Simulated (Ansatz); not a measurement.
This Ansatz (an electronic-structure program) input (MP2/def2-QZVPPD) gives -225.19335 Eh with 198 basis functions. A basis named .json is the Basis Set Exchange file of that set (core-valence sets with the plain set on hydrogen).

Ansatz 0.2 input:
```yaml
crystal:
  periodic: [false, false, false]
  atoms:
    - {symbol: O, position_ang: [-0.01015087, 1.07558797, -0.21689088]}
    - {symbol: O, position_ang: [0.00927284, 0.00110539, 0.42846783]}
    - {symbol: O, position_ang: [0.00087803, -1.07669336, -0.21157695]}
basis:
  gaussian:
    orbitals: def2-QZVPPD.json
magnetization: {spin_polarized: false}
correlation: {method: mp2, electrons: outside_noble_gas}
```

Change:
```diff
- orbitals: def2-QZVPPD.json
+ orbitals: aug-pcseg-3
```

**Question.** What does the run give now?

**Answer.** -225.18596 Eh (MP2/aug-pcseg-3, 255 functions), a change of +7.39 mEh.
